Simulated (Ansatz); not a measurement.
A made-up structure of CH4BO (charge +1), singlet:

```
7
angstrom
B -0.9811 -0.1052 -0.2175
C 0.4321 0.4372 0.1152
O 1.5149 -0.1724 0.3193
H -1.2777 -0.2185 -1.3656
H -1.7224 -0.3204 0.6898
H 0.5591 1.5262 0.1964
H 0.5293 -0.4788 -0.4093
```

It is relaxed with PBE-D4/def2-SVP and then PBE0-D4/def2-TZVP (Ansatz 0.2.0). Atoms count as bonded within 1.22 times the sum of their covalent radii (H–H: 0.88 Å). The end point is not checked to be a true minimum.

**Question.** Does its bonding change? (Judge from chemistry; the calculation decides.)

**Answer.** The calculation gives: Yes. Formed: O3–H7; broken: C2–H7.

Where it ends: The first stage lowers the energy by 4.03 eV in 14 steps. It ends as CH₄BO ([BH2][CH][OH]), total charge +1:
```xyz
7
angstrom
B -1.1340 0.0050 -0.2182
C 0.3051 0.5173 0.0438
O 1.4070 -0.0919 0.0191
H -1.5583 0.0809 -1.3286
H -1.7665 -0.3792 0.7152
H 0.4351 1.5794 0.2959
H 1.3657 -1.0433 -0.1990
```

Labels in which every atom is bracketed show which atoms are joined, not bond orders.

For scale, one of the runs: PBE0-D4/def2-TZVP relaxation, 117 basis functions, launched by `ansatz run in.yaml --threads 2 --pin off --events-out ev --progress --plain --max-ram 4352MiB`. The run took about 21 s on 2 CPU threads of an Intel Xeon Platinum 8259CL (shared host).
